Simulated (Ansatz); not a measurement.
# Structure optimisation: cobalt, hcp

These are results of Ansatz, DFT, LDA (PW92), plane waves (420 eV) with PAW, scalar-relativistic, not measurements. The PAW files were generated under PBE, with cores re-solved for the functional.

k-point mesh 14×14×8, Fermi-Dirac smearing 0.05 eV, starting moments 1.70, -1.70 μB. Cell and atoms relax.

Starting structure:

```xyz
2
Lattice="2.5071 0.0000 0.0000 -1.2535 2.1712 0.0000 0.0000 0.0000 4.0686" Properties=species:S:1:pos:R:3 pbc="T T T"
Co    0.0000    1.4475    1.0171
Co    1.2535    0.7237    3.0514
```

Task: The pressure at the start is -22.1 GPa. By how much does the volume change?

Result: From 11.07 to 10.01 Å³ per atom, -9.6 %. The final cell has a = 2.427 Å, c = 3.923 Å (c/a = 1.616).

Task: How much energy does the relaxation gain?

Result: 81.7 meV per atom.

Path of the relaxation (the plane waves are chosen anew near the end, which can shift the energy a little):

```json
{"step": "0", "E − E(final) (meV/atom)": "81.75", "V (Å³/atom)": "11.074", "P (GPa)": "-22.08", "max force (eV/Å)": "0.000"}
{"step": "1", "E − E(final) (meV/atom)": "13.62", "V (Å³/atom)": "10.430", "P (GPa)": "-10.35", "max force (eV/Å)": "0.000"}
{"step": "2", "E − E(final) (meV/atom)": "-0.47", "V (Å³/atom)": "9.921", "P (GPa)": "2.77", "max force (eV/Å)": "0.000"}
{"step": "3", "E − E(final) (meV/atom)": "-1.08", "V (Å³/atom)": "10.024", "P (GPa)": "-0.19", "max force (eV/Å)": "0.000"}
{"step": "4", "E − E(final) (meV/atom)": "-1.09", "V (Å³/atom)": "10.018", "P (GPa)": "0.00", "max force (eV/Å)": "0.000"}
{"step": "5", "E − E(final) (meV/atom)": "0.01", "V (Å³/atom)": "10.018", "P (GPa)": "-0.24", "max force (eV/Å)": "0.000"}
{"step": "6", "E − E(final) (meV/atom)": "-0.02", "V (Å³/atom)": "10.009", "P (GPa)": "0.00", "max force (eV/Å)": "0.000"}
{"step": "7", "E − E(final) (meV/atom)": "0.00", "V (Å³/atom)": "10.009", "P (GPa)": "0.00", "max force (eV/Å)": "0.000"}
```

Task: Which magnetic state does it end in?

Result: ferromagnetic, net 1.51 μB per atom; moments -1.56 ×2 μB.
